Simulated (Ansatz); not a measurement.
# H2Cl (doublet): the correlation ladder at distance Cl1–H2 along a hydrogen transfer = 1.533 Å, cc-pVDZ

How much of the correlation energy of H2Cl (doublet) does each wave-function method recover here?

Method: cc-pVDZ, core rule «outside noble gas», up to 5 orbitals frozen; program: Ansatz 0.2.0, Gaussian basis.

To be run: UHF; CCSD(T) on ROHF; CCSD(T) on UHF; BCCD(T) on ROHF; CISD; CCSDT(Q) on ROHF; CCSDT(Q) on UHF; CISDTQ; CCSDTQ on ROHF; CCSDTQ on UHF; CASSCF and MRCISD+Q, 3 electrons in 3 orbitals; CASSCF and NEVPT2, 3 electrons in 3 orbitals; CASSCF and MRCISD+Q, 9 electrons in 6 orbitals; CASSCF and NEVPT2, 9 electrons in 6 orbitals; Full CI.

## Step 1: What is computed

The geometry derives from fragments relaxed apart (PBE0/def2-TZVP) and kept rigid, so it is no stationary point. A hydrogen atom is moved between rigid fragments.

3 atoms, charge 0, spin multiplicity 2.

Atoms are counted from 1 here; the program's logs count them from 0.

Bond lengths: Cl1–H2 1.533 Å.

## Step 2: UHF

in.yaml

```yaml
crystal:
  periodic: [false, false, false]
  atoms:
    - {symbol: Cl, position_ang: [0.000000, 0.000000, -1.383000]}
    - {symbol: H, position_ang: [0.000000, 0.000000, 0.150000]}
    - {symbol: H, position_ang: [0.000000, 0.000000, 1.233000]}
basis:
  gaussian: {orbitals: cc-pVDZ}
magnetization: {spin_polarized: true, initial_magnetization: 1}
hamiltonian: {xc: hf}
output: {orbitals: {seedname: orbitals}}
```

Command:

```
$ ansatz run in.yaml --threads 1 --pin off --events-out ev --progress --plain --max-ram 2816MiB --backend cpu
```

After this run come: CCSD(T) on ROHF; CCSD(T) on UHF; BCCD(T) on ROHF; CISD; CCSDT(Q) on ROHF; CCSDT(Q) on UHF; CISDTQ; CCSDTQ on ROHF; CCSDTQ on UHF; CASSCF and MRCISD+Q, 3 electrons in 3 orbitals; CASSCF and NEVPT2, 3 electrons in 3 orbitals; CASSCF and MRCISD+Q, 9 electrons in 6 orbitals; CASSCF and NEVPT2, 9 electrons in 6 orbitals; Full CI.

Q: Predict the results of all the runs planned. Wanted: FCI below the RHF energy; RMP2 from FCI; UMP2 from FCI; RCCSD from FCI; RCCSD(T) from FCI; UCCSD(T) from FCI; RCCSDT(Q) from FCI; UCCSDT(Q) from FCI; NEVPT2 pair from FCI.

As calculated:

```
                         quantity                                                                                                                         value
         FCI below the RHF energy                                                                                                                    -5.1003 eV
                    RMP2 from FCI                                                                                                                    +692.2 meV
                    UMP2 from FCI                                                                                                                    +716.4 meV
                   RCCSD from FCI                                                                                                                    +111.3 meV
                RCCSD(T) from FCI                                                                                                                     +21.1 meV
                UCCSD(T) from FCI                                                                                                                     +20.4 meV
               RCCSDT(Q) from FCI                                                                                                                      +0.7 meV
               UCCSDT(Q) from FCI                                                                                                                      +0.7 meV
             NEVPT2 pair from FCI                                                                                                                    +539.2 meV
           MRCISD+Q pair from FCI                                                                                                                      +4.8 meV
          NEVPT2 valence from FCI                                                                                                                    +923.7 meV
levels within 1 kcal/mol (43 meV)  RCCSD(T), UCCSD(T), BCCD(T), RCCSDT, UCCSDT, CISDTQ, RCCSDT(Q), UCCSDT(Q), RCCSDTQ, UCCSDTQ, MRCISD+Q pair, MRCISD+Q valence
                    T1 diagnostic                                                                                                                         0.034
   effectively unpaired electrons                                                                                                                          1.04
```

RCCSD(T) lands +21.1 meV from the yardstick (0.4 % of the correlation energy). One determinant dominates. Of the multireference levels listed MRCISD+Q valence comes nearest in total energy (+3.6 meV), which doesn't show that its space is the better one. These misses are within one basis, not against nature; the frozen cores of restricted and unrestricted runs differ, which can shift their rows.
